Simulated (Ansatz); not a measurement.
**Molecular dynamics, step by step**

AlH₄SO (charge +1), closed shell, PBE0-D4/def2-SVP (Ansatz 0.2.0). Settings (timestep in fs, temperature in K; T counts 15 degrees of freedom):

```yaml
hamiltonian: {xc: pbe0, dispersion: d4}
md: {n_steps: 60, timestep: 1.0, temperature: 300, ensemble: nve, seed: 144, initial_velocities: maxwell_boltzmann}
```

Start:

Al1  (-0.946, -0.282, -0.482)
O2  (0.218, -0.099, 0.935)
S3  (1.505, -0.158, -0.271)
H4  (-1.514, -1.686, -0.562)
H5  (-1.316, 1.110, -0.971)
H6  (0.526, -0.068, 1.860)
H7  (1.527, 1.183, -0.509)
(Å)

```tsv
step	time (fs)	potential energy less the start (meV)	kinetic energy (meV)	T (K)
0	0.00	0.0	193.9	300
4	4.00	30.1	164.5	255
8	8.00	41.9	154.1	238
12	12.00	-1.8	197.0	305
16	16.00	-17.7	214.7	332
20	20.00	-28.2	225.6	349
24	24.00	48.8	149.5	231
28	28.00	58.6	138.4	214
32	32.00	101.8	95.9	148
36	36.00	31.2	163.8	253
40	40.00	49.8	146.7	227
44	44.00	-43.5	237.0	367
48	48.00	-34.9	229.9	356
52	52.00	-84.1	278.6	431
56	56.00	-46.1	242.2	375
60	60.00	-96.1	291.9	452
```

Step 12, positions (Å) and forces (eV/Å):

| atom | x | y | z | Fx | Fy | Fz |
| --- | --- | --- | --- | --- | --- | --- |
| Al1 | -0.981 | -0.278 | -0.523 | -0.425 | -1.099 | 0.592 |
| O2 | 0.286 | -0.114 | 0.984 | -0.186 | 0.035 | -2.059 |
| S3 | 1.509 | -0.154 | -0.261 | -0.329 | 0.000 | 0.658 |
| H4 | -1.633 | -1.699 | -0.466 | 0.261 | -0.057 | -0.014 |
| H5 | -1.402 | 1.062 | -1.067 | -0.005 | 0.974 | -0.281 |
| H6 | 0.521 | -0.018 | 1.905 | 0.537 | 0.134 | 0.962 |
| H7 | 1.452 | 1.177 | -0.562 | 0.148 | 0.013 | 0.142 |

Step 20, positions (Å) and forces (eV/Å):

```json
{"atom": "Al1", "x": "-1.026", "y": "-0.285", "z": "-0.545", "Fx": "0.007", "Fy": "0.731", "Fz": "0.120"}
{"atom": "O2", "x": "0.346", "y": "-0.116", "z": "0.979", "Fx": "-1.276", "Fy": "-0.108", "Fz": "-1.718"}
{"atom": "S3", "x": "1.505", "y": "-0.152", "z": "-0.240", "Fx": "0.393", "Fy": "0.182", "Fz": "-0.366"}
{"atom": "H4", "x": "-1.523", "y": "-1.758", "z": "-0.408", "Fx": "0.037", "Fy": "0.026", "Fz": "-0.085"}
{"atom": "H5", "x": "-1.309", "y": "1.213", "z": "-1.134", "Fx": "0.155", "Fy": "-0.849", "Fz": "0.401"}
{"atom": "H6", "x": "0.634", "y": "0.021", "z": "1.868", "Fx": "0.555", "Fy": "0.239", "Fz": "1.588"}
{"atom": "H7", "x": "1.505", "y": "1.196", "z": "-0.502", "Fx": "0.128", "Fy": "-0.222", "Fz": "0.061"}
```

Step 48, positions (Å) and forces (eV/Å):

```json
{"atom": "Al1", "x": "-1.095", "y": "-0.294", "z": "-0.542", "Fx": "1.006", "Fy": "0.122", "Fz": "0.922"}
{"atom": "O2", "x": "0.315", "y": "-0.066", "z": "0.976", "Fx": "0.050", "Fy": "-0.011", "Fz": "-1.308"}
{"atom": "S3", "x": "1.574", "y": "-0.161", "z": "-0.246", "Fx": "-0.707", "Fy": "0.242", "Fz": "0.812"}
{"atom": "H4", "x": "-1.428", "y": "-1.756", "z": "-0.654", "Fx": "-0.129", "Fy": "-0.946", "Fz": "-0.025"}
{"atom": "H5", "x": "-1.489", "y": "1.097", "z": "-0.948", "Fx": "-0.200", "Fy": "0.936", "Fz": "-0.226"}
{"atom": "H6", "x": "0.597", "y": "-0.097", "z": "1.911", "Fx": "0.060", "Fy": "-0.110", "Fz": "-0.147"}
{"atom": "H7", "x": "1.788", "y": "1.191", "z": "-0.331", "Fx": "-0.081", "Fy": "-0.233", "Fz": "-0.028"}
```

Last step (60):

```csv
atom,x (Å),y (Å),z (Å)
Al1,-1.0684,-0.2891,-0.4919
O2,0.2566,-0.0336,0.8740
S3,1.5917,-0.1704,-0.2321
H4,-1.4420,-1.8094,-0.8011
H5,-1.7159,1.0662,-0.8195
H6,0.5102,-0.3679,1.7908
H7,1.7661,1.1854,-0.3399
```

Hardware: 2 CPU threads, shared host. Wall time about 100 s.
